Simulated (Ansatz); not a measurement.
bcc Na was calculated with B3LYP (VWN-RPA form) (plane waves, PAW; Ansatz, an electronic-structure program).

Settings: plane-wave cutoff 460 eV, 10×10×10 k mesh, Fermi–Dirac smearing 0.05 eV, scalar-relativistic PAW data made under PBE.

Computed at the level's own relaxed cell.

Predict the equilibrium volume per atom, bulk modulus B0, equilibrium lattice constant a and pressure derivative B′ of the bulk modulus.


* **equilibrium volume per atom**: 37.18 Å³/atom
* **bulk modulus B0**: 7.45 GPa
* **equilibrium lattice constant a**: 4.205 Å
* **pressure derivative B′ of the bulk modulus**: 3.8

Measured, for comparison: equilibrium volume per atom 37.42 Å³/atom (static lattice: zero-point anharmonic expansion removed; as tabulated in Mejia-Rodriguez and Trickey (2018), arXiv:1807.09216); bulk modulus 7.9 GPa (0 K value with the zero-point phonon effect removed, our sources range from 7.63 to 7.91; as tabulated in Mejia-Rodriguez and Trickey (2018), arXiv:1807.09216); lattice constant a 4.214 Å (static lattice: zero-point anharmonic expansion removed, our sources range from 4.207 to 4.214; as tabulated in Mejia-Rodriguez and Trickey (2018), arXiv:1807.09216). Computed (rounded) less measured: equilibrium volume per atom -0.6 %, bulk modulus -6 % (-2 % to -6 % over the range), lattice constant a -0.2 % (0.0 % to -0.2 % over the range).

The computed numbers hold no vibrational or temperature effects.

The result took about 40 core-minutes (a rough figure).
